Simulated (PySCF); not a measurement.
**Exercise with solution: refractive index and permittivity of the vapour**

methanidylidynesulfanium (CS), SMILES [C-]#[S+].

Coordinates come from a PBE0-D3(BJ)/def2-TZVPD optimisation.

r2SCAN/def2-TZVPD in PySCF gives a mean static polarisability of 28.3 bohr³ and a dipole moment of 2.00 D. Take an ideal gas at 298.15 K and 1 bar, whether or not the substance is that volatile.

Problem. Work out n − 1 in the optical limit and the static ε − 1.

Solution. 
Polarisability volume α' = 28.3 × 0.148185 = 4.19 Å³. Number density N = p/kT = 2.43e-5 Å⁻³.
Dilute limit of Lorentz–Lorenz: n − 1 = 2π N α' = 0.00064.
Orientation term of Debye: μ²/(3kT) = 8.098 Å³ × μ²(D²) = 32.39 Å³.
ε − 1 = 4π N (α' + μ²/3kT) = 0.011. Orientation of the dipole supplies 89 % of the static response; it can't follow optical fields. Vibrational polarisation and dispersion are left out.
